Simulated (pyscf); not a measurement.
**Routes from H₃C–NH₂ (SMILES CN) + H₂ (SMILES [H][H])**

Candidate steps break at most two bonds and form at most two. Each was searched with GFN2-xTB (tblite) first. Optimised with ωB97X-D3(BJ)/def2-SVP in PySCF. Energies: ωB97M-D3(BJ)/def2-TZVP, kJ/mol, from the separated reactants, singlet surface; ΔG‡ with ideal gas, 1 atm, RRHO with modes under 100 cm⁻¹ raised to 100, one conformer, R ln 2 for chiral ones without a mode under 150 cm⁻¹.

```csv
products,type,ΔE‡,ΔE,ΔG‡ 298 K,ΔG‡ 900 K,ν‡ (cm⁻¹)
H₃C–NH₂ + H₂,"four-centre exchange (H–N, H–H broken, H–N, H–H formed)",245.6,0.0,281.2,354.8,1271i
H₃C–NH₂ + H₂,"four-centre exchange (C–H, H–H broken, C–H, H–H formed)",383.8,0.0,408.7,484.6,1314i
CH₄ + NH₃,four-centre exchange,393.2,-109.7,423.0,484.8,1228i
```

Plain bond fissions and candidates not yet searched are not listed, and one of them may be faster. Each barrier is that of the saddle found; lower ones may exist.
